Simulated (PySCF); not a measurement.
SiO₂: bending curve

These are results of PySCF, BP86, basis Si def2-TZVP, O def2-TZVP (no relativity, density fitting), not measurements.

Rigid scan from the singlet minimum (Si–O 1.527 Å (×2); O–Si–O 180.0°). Coordinate: the O–Si–O angle, bonds fixed. Energies in kJ/mol from the minimum.

Predict the curve at 80, 90, 100, 110, 120, 130, 140, 150, 160, 170, 180.


| bond angle (°) | E (kJ/mol) | dipole size (D) |
| --- | --- | --- |
| 80 | 381.3 | 1.90 |
| 90 | 372.9 | 3.23 |
| 100 | 525.8 | 0.11 |
| 110 | 203.6 | 3.65 |
| 120 | 141.2 | 3.26 |
| 130 | 94.2 | 2.82 |
| 140 | 58.5 | 2.33 |
| 150 | 32.3 | 1.80 |
| 160 | 14.2 | 1.22 |
| 170 | 3.5 | 0.62 |
| 180 | 0.0 | 0.00 |

Other isomers or separated fragments may lie lower.

The scan took roughly 2.9 core-minutes on a shared host.
